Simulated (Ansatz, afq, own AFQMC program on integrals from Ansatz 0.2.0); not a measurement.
**BH3Cl, doublet: AFQMC among the cluster methods**

```xyz
5

B    -2.0565    0.0000    0.0000
H    -2.6533    1.0336    0.0000
H    -2.6533   -1.0336    0.0000
H    -0.6855    0.0000    0.0000
Cl    0.7975    0.0000    0.0000
```

Connectivity, by distances: BH2 ··· Cl, 1 bridging H.

Basis cc-pVTZ. Only valence electrons are correlated. Integrals, coupled cluster, full CI and functionals: Ansatz 0.2.0; the random walks run on the same integrals in our own AFQMC program. The CISD trial takes its coefficients from CCSD amplitudes. Released means that phaseless walkers are propagated on without the constraint, phases kept. ± is one standard error of the sampling.

Determinant: UHF, the one that the program's search chose, which needn't be the lowest solution. The geometry is a point of a scan.

No full CI on the walks' own integrals is used here. The released AFQMC energy serves as the reference, which it does only where one determinant dominates, the energy is flat over the last release times and near the phaseless one (40 meV or 2 meV an electron, half that with transition metals). On small molecules, where full CI could be run and the noise was under 10 meV, such values lay within 10 meV of it in 19 cases of 20, a flattering rate, since the rule was set on those same cases; what remains of the bias isn't in the error bar.

Cautions: the released value is read at 1.62 1/Eh, later times being too noisy (meV from the phaseless value at times in 1/Eh: -14 ± 6 at 0.24, -21 ± 5 at 0.51, -22 ± 5 at 0.99, -20 ± 8 at 1.62, -17 ± 11 at 2.40).

```
T1 diagnostic                               : 0.0125
weight of the determinant in the CISD state : 0.870
⟨S²⟩ of the determinant                     : 0.777
size of the correlated space                : 13 electrons in 100 orbitals
```

| level | correlation energy (eV) |
| --- | --- |
| MP2 | -8.0705 |
| CCSD | -9.1349 |
| CCSD(T) | -9.4458 |

Q: Estimate where AFQMC with the constraint released lies against CCSD(T) on the same integrals.

A: 1.00 ± 0.17 kcal/mol below CCSD(T).

Reference: AFQMC with the constraint released, correlation energy -9.489 ± 0.008 eV.

```
        level  E − E(reference) (kcal/mol)  share of correlation (%)
      CCSD(T)                  1.00 ± 0.17                     99.54
  ph-AFQMC/HF                 -0.41 ± 0.65                    100.19
ph-AFQMC/CISD                  0.45 ± 0.21                     99.79
```

A walk keeps the symmetry of its determinant, which the program's search chose and which needn't be the lowest solution, so a lower state of the same spin and another symmetry isn't excluded. Released energies are given only where the last usable release times agree within the noise; a slower fall can still hide under it.
